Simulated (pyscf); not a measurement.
Optimised with ωB97X-D3(BJ)/def2-SVP in PySCF.

**Question.** For methane (CH₄) + Cl–Zn–Cl -> H₃C–Zn–Cl + hydrogen chloride (HCl), a four-centre exchange (singlet surface; C–H, Cl–Zn broken, C–Zn, Cl–H formed), PBE/def2-TZVP gives ΔE‡ = 1.77 eV and ΔE = +1.32 eV (zero: the separated reactants). In which direction and how far do r²SCAN/def2-TZVP, B3LYP-D3(BJ)/def2-TZVP, ωB97M-D3(BJ)/def2-TZVP move these?

**Answer.** r²SCAN: ΔE‡ = 1.81 eV, ΔE = +1.42 eV; B3LYP-D3(BJ): ΔE‡ = 1.99 eV, ΔE = +1.42 eV; ωB97M-D3(BJ): ΔE‡ = 2.01 eV, ΔE = +1.41 eV. PBE's barrier lies under all of them, by 0.04 to 0.24 eV. Its reaction energy lies under all of them, by 0.09 to 0.11 eV. This is the saddle that the search found; another between the same sides may lie lower. Elements up to Kr have no core potential and no relativistic terms here.
